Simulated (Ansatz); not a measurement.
The same path of C₃H₅N (9 atoms, charge 0, multiplicity 1) was run twice with different band settings. The coordinate that changes most is the dihedral H6–N1–C2–C3.

The calculation used RKS CAM-B3LYP/def2-mTZVP in Ansatz.

Relaxed end points:

```xyz
9
Properties=species:S:1:pos:R:3
N -0.221 1.295 -0.583
C 0.498 0.102 -0.192
C -0.165 -1.203 0.116
C 0.255 -0.519 1.128
H -0.264 1.376 -1.594
H -1.175 1.266 -0.236
H 1.506 0.115 -0.601
H -0.683 -2.073 -0.251
H 0.337 -0.406 2.196
```

```xyz
9
Properties=species:S:1:pos:R:3
N -0.282 1.109 -0.870
C 0.503 0.121 -0.163
C 0.020 -1.271 -0.039
C 0.027 -0.595 1.062
H -1.272 0.969 -0.696
H -0.046 2.047 -0.562
H 1.565 0.310 -0.302
H -0.222 -2.182 -0.560
H -0.205 -0.553 2.113
```

Common settings: climbing image yes; spring 5.0 eV/Å²; optimiser quadratic models (default); start path IDPP; force threshold 0.05 eV/Å; iteration limit 60; end points relaxed.

| run | movable images |
| --- | --- |
| 1 | 5 |
| 2 | 1 |

Problem. What does each run give, and how far can it be trusted?

Solution. Run 1: converged after 5 iterations, highest image 0.072 eV above the first end. A vibrational analysis at the climbing image gives one clearly imaginary mode, 211i cm⁻¹: a first-order saddle point.
Run 2: converged after 5 iterations, highest image 0.072 eV above the first end. Another band between the same ends (5 images) ends at a top of the same energy, where a vibrational analysis finds 1 clearly imaginary mode. So few images can step over the top or miss a turn of the path.
